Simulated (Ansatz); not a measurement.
Other settings, tried on the cluster Al3⁺.

```yaml
crystal:
  periodic: [false, false, false]
  atoms:
    - {symbol: Al, position_ang: [1.115584, 0.422919, -0.855187]}
    - {symbol: Al, position_ang: [-1.374122, 0.037235, -0.514530]}
    - {symbol: Al, position_ang: [0.258538, -0.460154, 1.369717]}
basis:
  gaussian: {orbitals: def2-SVP}
total_charge: 1
hamiltonian: {xc: {name: CAM-B3LYP}}
scf: {omitted_lower_state_checks: [starts]}
output: {forces: true}
```

```sh
$ ansatz run in.yaml --threads 2 --pin off --events-out ev --progress --plain --max-ram 4352MiB
```

Output, abridged:

```
Functional definition: CAM-B3LYP
474 factors; integrals over basis functions are off by at most 1.1e-3 eV
195 factors; integrals over basis functions are off by at most 1.5e-5 eV
mean field evaluation 1: about -19773.7583 eV, gradient 1.3e1 eV
mean field evaluation 2: about -19774.3275 eV, gradient 7.7e0 eV
mean field evaluation 4: about -19774.6327 eV, gradient 2.0e-1 eV
mean field evaluation 8: about -19774.6615 eV, gradient 4.6e-3 eV
mean field evaluation 16: about -19774.6615 eV, gradient 1.6e-5 eV
mean field -19774.66148354 eV, -726.7054057730 hartree, gradient 9.6e-6 eV, S^2 0.000000; 0 other end points of the search recorded, 0 dependent functions left out
reference -19774.66157947 eV, -726.7054092985 hartree; 19, 19 occupied and 35, 35 virtual orbitals, 474 factors
Total energy: -19774.66157947 eV, -726.7054092985 hartree
Atom 0 at     1.115584     0.422919    -0.855187 Å, force     0.055492     0.020782    -0.041822 eV/Å
Atom 1 at    -1.374122     0.037235    -0.514530 Å, force    -0.068933     0.001895    -0.025888 eV/Å
Atom 2 at     0.258538    -0.460154     1.369717 Å, force     0.013441    -0.022677     0.067710 eV/Å
Dipole moment:     0.000078    -0.000000     0.000024 e Å
Checks for a lower state left out: starts
```

Hardware: 2 threads of Arm Neoverse V2 on a shared host. Wall time 1.1 s.

The restricted singlet is unstable towards broken spin symmetry at other levels; at RKS CAM-B3LYP/def2-SVP this wasn't settled.

The dipole of an ion depends on the origin.
